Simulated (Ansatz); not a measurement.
# Rock-salt MgS

All values below come from r²SCAN0 (plane waves, PAW; Ansatz, an electronic-structure program).

Numerical settings: plane-wave cutoff 520 eV, 8×8×8 k mesh, Fermi–Dirac smearing 0.01 eV, scalar-relativistic PAW data made under PBE.

Cell: relaxed at this level.

For rock-salt MgS, the volume per atom is 17.43 Å³/atom and the bulk modulus B0 is 82.8 GPa. The lattice parameter a comes out as 5.185 Å and the band gap comes out as 4.98 eV (on the SCF k mesh) (indirect). The smallest direct gap on the k points sampled is 6.18 eV and the width of the whole s-p valence band is 14.40 eV. The pressure derivative B′ of the bulk modulus is 4.0.

Measured, for comparison: equilibrium volume per atom 17.45 Å³/atom, bulk modulus 81 GPa, lattice constant a 5.188 Å (corrected for zero-point motion; as tabulated in Goldzak et al. (2022), arXiv:2208.04865). Computed (rounded) less measured: equilibrium volume per atom -0.1 %, bulk modulus +2 %, lattice constant a -0.1 %.

Computed values are for the static lattice.

Computing time: around 7 core-minutes (rough).
